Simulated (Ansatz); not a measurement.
## [H···H···O], triplet: the ladder up to UCCSDT(Q)

Geometry: a point of a hydrogen-transfer path between rigid fragments, not a stationary point.

```tsv
atom	x (Å)	y (Å)	z (Å)
H	0.0000	0.0000	-1.1693
H	0.0000	0.0000	0.0897
O	0.0000	0.0000	1.0797
```

Basis cc-pVTZ; Ansatz 0.2.0. Correlated methods freeze the noble-gas cores, which leaves 8 electrons in 57 orbitals. R marks a restricted (for open shells ROHF) determinant, U an unrestricted one. Active spaces: valence = (8e, 6o) chosen from the atoms' valence shells.

Full CI isn't at hand for all of this; UCCSDT(Q) serves as the reference, and is uncertain by about the last step of the cluster series. The frozen core follows each run's orbitals, which can shift R against U totals by a few meV.

For open shells CISD is restricted-active-space CI with the open shells as a complete middle space.

The UHF ⟨S²⟩ is 2.015. The T1 diagnostic (RCCSD) is 0.0210. The largest doubles amplitude (RCCSD) is 0.036 and the T1 diagnostic (UCCSD) is 0.0113.

Q: From what is known of these methods and the diagnostics, rank them by the size of their error in total energy against UCCSDT(Q) in cc-pVTZ, smallest first (an estimate: the text doesn't fix the numbers).
A. MRCISD (valence space)
B. RMP2
C. RHF
D. NEVPT2 (valence space)
E. CISD

A: A (28.8 kJ/mol), E (35.2 kJ/mol), B (54.9 kJ/mol), D (81.5 kJ/mol), C (610.8 kJ/mol).

All errors are against UCCSDT(Q) in cc-pVTZ. Within each family the higher level lies nearer, as is usual though not guaranteed.

Natural occupations of CASSCF (valence space) about the gap: 2.000 1.999 1.976 1.001 1.000 0.024; effectively unpaired electrons, Σ n²(2−n)², 2.00.
